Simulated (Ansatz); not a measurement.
A made-up structure of C2H5N, singlet:

```tsv
atom	x (Å)	y (Å)	z (Å)
C1	-0.7103	0.7486	-0.7893
N2	0.6237	-0.5640	0.5681
C3	0.4460	0.3134	-0.5584
H4	-1.5852	0.4922	-0.1739
H5	-0.8726	1.4138	-1.6369
H6	-0.2355	-0.7451	1.0870
H7	1.0086	-1.4504	0.2415
H8	1.3154	-0.1597	1.1994
```

It is relaxed with PBE-D4/def2-SVP and then PBE0-D4/def2-TZVP (Ansatz 0.2.0). Atoms count as bonded within 1.22 times the sum of their covalent radii (H–H: 0.88 Å). The end point is not checked to be a true minimum.

**Question.** Does its bonding change? (A judgement: the text doesn't fix the answer.)

**Answer.** The calculation gives: No: no bond forms or breaks.

Where it ends: The first stage lowers the energy by 0.51 eV in 10 steps. It ends as C₂H₅N ([CH2][C][NH3]):
```xyz
8
angstrom
C -0.6994 0.7545 -0.8000
N 0.6218 -0.5699 0.5751
C 0.5637 0.3565 -0.6585
H -1.5316 0.4605 -0.1415
H -0.9659 1.4193 -1.6149
H -0.2785 -0.7194 1.0604
H 0.9897 -1.4712 0.2811
H 1.2902 -0.1814 1.2358
```

Labels in which every atom is bracketed show which atoms are joined, not bond orders.

For scale, one of the runs: PBE0-D4/def2-TZVP relaxation, 123 basis functions, launched by `ansatz run in.yaml --threads 2 --pin off --events-out ev --progress --plain --max-ram 4352MiB`. The run took about 16 s on 2 CPU threads of an Arm Neoverse V2 (shared host).
